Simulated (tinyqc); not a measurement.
Worked calculation (part 2 of 2): ROHF in the sto-3g basis, for LiH+, spin multiplicity 2. Computed by tinyqc, a small Python program that keeps every step (integrals from PySCF). Command: `OMP_NUM_THREADS=1 python tinyqc.py 28881 28882 out.jsonl` (the two numbers bound the seeds that draw the settings). One thread of a shared host (Intel(R) Xeon(R) Processor @ 2.60GHz), about 0.07 s of CPU time with the checks.

Geometry (angstrom):
```
atom         x         y         z
Li    0.000000  0.000000  0.000000
H     0.000000  0.000000  1.907000
```

## Iteration 3: diagonalisation and new density

effective F (hartree), order 1Li 1s, 1Li 2s, 1Li 2px, 1Li 2py, 1Li 2pz, 2H 1s:
```
[[-2.716724, -0.726441, 0.000000, 0.000000, 0.000338, -0.106675],
 [-0.726441, -0.367676, 0.000000, 0.000000, -0.024795, -0.214050],
 [0.000000, 0.000000, -0.090767, 0.000000, 0.000000, 0.000000],
 [0.000000, 0.000000, 0.000000, -0.090767, 0.000000, 0.000000],
 [0.000338, -0.024795, 0.000000, 0.000000, -0.135150, -0.262774],
 [-0.106675, -0.214050, 0.000000, 0.000000, -0.262774, -0.423072]]
```

X, order 1Li 1s, 1Li 2s, 1Li 2px, 1Li 2py, 1Li 2pz, 2H 1s:
```
[[1.023413, -0.130474, 0.000000, 0.000000, -0.007183, 0.017063],
 [-0.130474, 1.074926, 0.000000, 0.000000, 0.070808, -0.203959],
 [0.000000, 0.000000, 1.000000, 0.000000, 0.000000, 0.000000],
 [0.000000, 0.000000, 0.000000, 1.000000, 0.000000, 0.000000],
 [-0.007183, 0.070808, 0.000000, 0.000000, 1.096153, -0.277978],
 [0.017063, -0.203959, 0.000000, 0.000000, -0.277978, 1.146565]]
```

Diagonalise F' = X^T F X, C = X C', fill 2 alpha and 1 beta electrons from the bottom; D(s) = C_occ C_occ^T. Each column has its largest component positive (the first on a tie).

F' = X^T F X (hartree):
```
[[-2.660576, -0.383025, 0.000000, 0.000000, -0.006048, -0.002582],
 [-0.383025, -0.193607, 0.000000, 0.000000, 0.044870, -0.129239],
 [0.000000, 0.000000, -0.090767, 0.000000, 0.000000, 0.000000],
 [0.000000, 0.000000, 0.000000, -0.090767, 0.000000, 0.000000],
 [-0.006048, 0.044870, 0.000000, 0.000000, -0.032042, -0.192929],
 [-0.002582, -0.129239, 0.000000, 0.000000, -0.192929, -0.317023]]
```

orbital energies (hartree): [-2.718877, -0.444246, -0.147733, -0.090767, -0.090767, 0.107609]

coefficients C, order 1Li 1s, 1Li 2s, 1Li 2px, 1Li 2py, 1Li 2pz, 2H 1s:
```
[[0.992257, -0.082410, -0.242034, 0.000000, 0.000000, -0.121637],
 [0.030846, 0.178932, 0.921211, 0.000000, 0.000000, 0.580952],
 [0.000000, 0.000000, 0.000000, -0.384427, 0.923155, 0.000000],
 [0.000000, 0.000000, 0.000000, 0.923155, 0.384427, 0.000000],
 [0.001405, 0.190532, -0.451809, 0.000000, 0.000000, 1.021495],
 [-0.003381, 0.836122, -0.145196, 0.000000, 0.000000, -0.844737]]
```

D(alpha) after iteration 3, order 1Li 1s, 1Li 2s, 1Li 2px, 1Li 2py, 1Li 2pz, 2H 1s:
```
[[0.991365, 0.015862, 0.000000, 0.000000, -0.014307, -0.072259],
 [0.015862, 0.032968, 0.000000, 0.000000, 0.034136, 0.149505],
 [0.000000, 0.000000, 0.000000, 0.000000, 0.000000, 0.000000],
 [0.000000, 0.000000, 0.000000, 0.000000, 0.000000, 0.000000],
 [-0.014307, 0.034136, 0.000000, 0.000000, 0.036304, 0.159303],
 [-0.072259, 0.149505, 0.000000, 0.000000, 0.159303, 0.699111]]
```

D(beta) after iteration 3, order 1Li 1s, 1Li 2s, 1Li 2px, 1Li 2py, 1Li 2pz, 2H 1s:
```
[[0.984574, 0.030608, 0.000000, 0.000000, 0.001394, -0.003354],
 [0.030608, 0.000952, 0.000000, 0.000000, 0.000043, -0.000104],
 [0.000000, 0.000000, 0.000000, 0.000000, 0.000000, 0.000000],
 [0.000000, 0.000000, 0.000000, 0.000000, 0.000000, 0.000000],
 [0.001394, 0.000043, 0.000000, 0.000000, 0.000002, -0.000005],
 [-0.003354, -0.000104, 0.000000, 0.000000, -0.000005, 0.000011]]
```

Within a degenerate level the vectors are fixed only up to a rotation; this is one choice.

## Iteration 11 (converged): orbitals

converged F (hartree), order 1Li 1s, 1Li 2s, 1Li 2px, 1Li 2py, 1Li 2pz, 2H 1s:
```
[[-2.717793, -0.726898, 0.000000, 0.000000, 0.000272, -0.106778],
 [-0.726898, -0.367424, 0.000000, 0.000000, -0.023990, -0.212576],
 [0.000000, 0.000000, -0.091084, 0.000000, 0.000000, 0.000000],
 [0.000000, 0.000000, 0.000000, -0.091084, 0.000000, 0.000000],
 [0.000272, -0.023990, 0.000000, 0.000000, -0.134730, -0.261194],
 [-0.106778, -0.212576, 0.000000, 0.000000, -0.261194, -0.420740]]
```

As before.

F' = X^T F X (hartree):
```
[[-2.661576, -0.383363, 0.000000, 0.000000, -0.006163, -0.002769],
 [-0.383363, -0.193681, 0.000000, 0.000000, 0.045173, -0.128009],
 [0.000000, 0.000000, -0.091084, 0.000000, 0.000000, 0.000000],
 [0.000000, 0.000000, 0.000000, -0.091084, 0.000000, 0.000000],
 [-0.006163, 0.045173, 0.000000, 0.000000, -0.032251, -0.191690],
 [-0.002769, -0.128009, 0.000000, 0.000000, -0.191690, -0.315520]]
```

orbital energies (hartree): [-2.719957, -0.441571, -0.148123, -0.091084, -0.091084, 0.106624]

coefficients C, order 1Li 1s, 1Li 2s, 1Li 2px, 1Li 2py, 1Li 2pz, 2H 1s:
```
[[0.992238, -0.082108, -0.242195, 0.000000, 0.000000, -0.121676],
 [0.030921, 0.177628, 0.921523, 0.000000, 0.000000, 0.580854],
 [0.000000, 0.000000, 0.000000, -0.032486, 0.999472, 0.000000],
 [0.000000, 0.000000, 0.000000, 0.999472, 0.032486, 0.000000],
 [0.001432, 0.190416, -0.451388, 0.000000, 0.000000, 1.021703],
 [-0.003405, 0.836762, -0.144500, 0.000000, 0.000000, -0.844222]]
```

D(alpha) after iteration 11, order 1Li 1s, 1Li 2s, 1Li 2px, 1Li 2py, 1Li 2pz, 2H 1s:
```
[[0.991278, 0.016096, 0.000000, 0.000000, -0.014213, -0.072084],
 [0.016096, 0.032508, 0.000000, 0.000000, 0.033867, 0.148527],
 [0.000000, 0.000000, 0.000000, 0.000000, 0.000000, 0.000000],
 [0.000000, 0.000000, 0.000000, 0.000000, 0.000000, 0.000000],
 [-0.014213, 0.033867, 0.000000, 0.000000, 0.036260, 0.159328],
 [-0.072084, 0.148527, 0.000000, 0.000000, 0.159328, 0.700182]]
```

D(beta) after iteration 11, order 1Li 1s, 1Li 2s, 1Li 2px, 1Li 2py, 1Li 2pz, 2H 1s:
```
[[0.984536, 0.030681, 0.000000, 0.000000, 0.001421, -0.003378],
 [0.030681, 0.000956, 0.000000, 0.000000, 0.000044, -0.000105],
 [0.000000, 0.000000, 0.000000, 0.000000, 0.000000, 0.000000],
 [0.000000, 0.000000, 0.000000, 0.000000, 0.000000, 0.000000],
 [0.001421, 0.000044, 0.000000, 0.000000, 0.000002, -0.000005],
 [-0.003378, -0.000105, 0.000000, 0.000000, -0.000005, 0.000012]]
```

Within a degenerate level the vectors are fixed only up to a rotation; this is one choice.

## Convergence

Stop when the energy changes by less than 1e-10 hartree and every element of the error matrix X^T (F D S - S D F) X is below 3e-06.

Course of the cycle:
```
iteration  E (hartree)     change  largest element of the error matrix
1          -7.57254977          -                             2.09e-01
2          -7.61975981  -4.72e-02                             2.62e-02
3          -7.62195188  -2.19e-03                             3.79e-03
4          -7.62198901  -3.71e-05                             4.34e-04
5          -7.62198955  -5.38e-07                             1.30e-04
6          -7.62198960  -5.57e-08                             5.06e-05
7          -7.62198961  -1.14e-08                             2.28e-05
8          -7.62198962  -2.40e-09                             1.05e-05
9          -7.62198962  -5.09e-10                             4.81e-06
10         -7.62198962  -1.08e-10                             2.21e-06
11         -7.62198962  -2.28e-11                             1.02e-06
```

PySCF ROHF in the same basis = -7.62198962 hartree

Converged in 11 iterations.

## Populations, bond orders and dipole

overlap S, order 1Li 1s, 1Li 2s, 1Li 2px, 1Li 2py, 1Li 2pz, 2H 1s:
```
[[1.000000, 0.241137, 0.000000, 0.000000, 0.000000, 0.034110],
 [0.241137, 1.000000, 0.000000, 0.000000, 0.000000, 0.320257],
 [0.000000, 0.000000, 1.000000, 0.000000, 0.000000, 0.000000],
 [0.000000, 0.000000, 0.000000, 1.000000, 0.000000, 0.000000],
 [0.000000, 0.000000, 0.000000, 0.000000, 1.000000, 0.444973],
 [0.034110, 0.320257, 0.000000, 0.000000, 0.444973, 1.000000]]
```

Mulliken: Z minus the diagonal of D S on the atom; Loewdin: the same with S^(1/2) D S^(1/2); Mayer order: 2 sum_s sum (D(s) S)_ij (D(s) S)_ji over the two atoms.

Charges (e):
```
atom  Mulliken   Loewdin  Mulliken spin
1Li   0.816047  0.765968       0.183674
2H    0.183953  0.234032       0.816326
```

Mayer bond orders:
```
pair     order
2-1   0.299773
```

dipole moment about the origin, x y z (debye): [0.000000, 0.000000, 0.633799]
